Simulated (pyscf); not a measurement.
This saddle point was located with ωB97X-D3(BJ)/def2-SVP in PySCF.

```xyz
10

Si     1.1205    -1.2415     0.3861
O      0.4584     0.1687     0.9458
Si    -0.9861     0.8860     1.3468
H      0.0197    -1.7973    -2.0990
H      0.5084    -1.5865    -1.0530
H      2.5930    -1.0693     0.2605
H     -1.8724     0.9531     0.1494
H     -1.6690     0.0957     2.4120
H     -0.7066     2.2590     1.8427
H      0.8050    -2.3735     1.3078
```
Charge 0, spin multiplicity 2.

Surface: doublet, charge 0. Lowest wavenumbers (cm⁻¹): 1011i, 35, 54, 92, 170.

Name the species on either side of this saddle.

`[SiH3][O][SiH3]` + `[H]` [doublet] ⇌ `[SiH2][O][SiH3]` [doublet] + `[H][H]`, a hydrogen abstraction read from left to right: H–Si broken and H–H formed. At ωB97M-D3(BJ)/def2-TZVP it lies +5.0 kcal/mol from the left side and +15.1 kcal/mol from the right (each side as separated species at their lowest minima found). One saddle was located; it need not be the lowest between these sides. The angle at the transferred H is 177°.
